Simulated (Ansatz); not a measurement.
# SiN+ (triplet): from Hartree-Fock to the top rungs, cc-pVTZ

The task here is to estimate one member of a computed series from the others.

The runs use Ansatz 0.2.0, Gaussian basis; cc-pVTZ, core rule «outside noble gas», up to 6 orbitals frozen.

The runs, in order: UHF; CCSD(T) on ROHF; CCSD(T) on UHF; BCCD(T) on ROHF; CISD as a restricted active space (open shells left free, so some higher excitations enter); CCSDT(Q) on ROHF; CCSDT(Q) on UHF; CASSCF and MRCISD+Q, 8 electrons in 8 orbitals; CASSCF and NEVPT2, 8 electrons in 8 orbitals.

9 further runs of the same task are left out: 2 that didn't finish, 7 set aside as unsound or not needed. Runs told in other sessions of the task aren't counted.

### The geometry

The geometry is a PBE0/def2-TZVP stationary point (not a proven minimum).

2 atoms, charge 1, spin multiplicity 3.

Atoms are counted from 1 here; the program's logs count them from 0.

Bond lengths: Si1–N2 1.785 Å.

The first run:

in.yaml reads:

```yaml
crystal:
  periodic: [false, false, false]
  atoms:
    - {symbol: Si, position_ang: [0.000000, 0.000000, 0.000000]}
    - {symbol: N, position_ang: [0.000000, 0.000000, 1.785400]}
basis:
  gaussian: {orbitals: cc-pVTZ}
total_charge: 1
magnetization: {spin_polarized: true, initial_magnetization: 2}
hamiltonian: {xc: hf}
output: {orbitals: {seedname: orbitals}}
```

Command:

```console
> ansatz run in.yaml --threads 1 --pin off --events-out ev --progress --plain --max-ram 2393MiB
```

Steps of the session up to this table: UHF; CCSD(T) on ROHF; CCSD(T) on UHF; BCCD(T) on ROHF; CISD as a restricted active space (open shells left free, so some higher excitations enter); CCSDT(Q) on ROHF; CCSDT(Q) on UHF; CASSCF and MRCISD+Q, 8 electrons in 8 orbitals; CASSCF and NEVPT2, 8 electrons in 8 orbitals.

One table of the session follows, with a row left open; its other results are not shown here.

| method | from UCCSDT(Q) (meV) |
| --- | --- |
| ROHF | +6357.8 |
| UHF | +6204.9 |
| RMP2 | +1103.7 |
| UMP2 | +1120.0 |
| CISD | ? |
| RCCSD | +273.0 |
| UCCSD | +267.7 |
| RCCSD(T) | +48.3 |
| UCCSD(T) | +46.8 |
| BCCD(T) | +48.6 |
| RCCSDT | +14.3 |
| UCCSDT | +12.4 |
| RCCSDT(Q) | +3.5 |
| UCCSDT(Q) | 0 |
| CASSCF valence | +4598.0 |
| NEVPT2 valence | +856.5 |
| MRCISD valence | +299.2 |
| MRCISD+Q valence | +46.2 |

Q: Estimate the row for CISD from the others.

As computed: from UCCSDT(Q) (meV): +619.1. In the column «from UCCSDT(Q) (meV)» it lies between MRCISD valence (+299.2) and NEVPT2 valence (+856.5).

Limits of these values: Restricted and unrestricted rows rest on different reference determinants; a gap between their highest levels can come from leftover correlation error, from unlike frozen cores or from another state.
